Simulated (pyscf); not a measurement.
One hydrogen abstraction on the doublet surface with elements of a group swapped. ωB97M-D3(BJ)/def2-TZVP, eV, from the separated reactants. Single points on ωB97X-D3(BJ)/def2-SVP structures (PySCF, gas phase).

```tsv
step	barrier	reaction energy	imaginary mode (i cm⁻¹)
HO–SiH₂• + H₂ -> HO–SiH₃ + H•	?	?	975
HO–GeH₂• + H₂ -> HO–GeH₃ + H•	1.04	+0.91	724
```

Problem. What belongs in the gaps?

Solution. 
- HO–SiH₂• + H₂ -> HO–SiH₃ + H•, barrier: 0.66
- HO–SiH₂• + H₂ -> HO–SiH₃ + H•, reaction energy: +0.45

Each row is the saddle that its search found. Elements up to Kr have no core potential and no relativistic terms here.
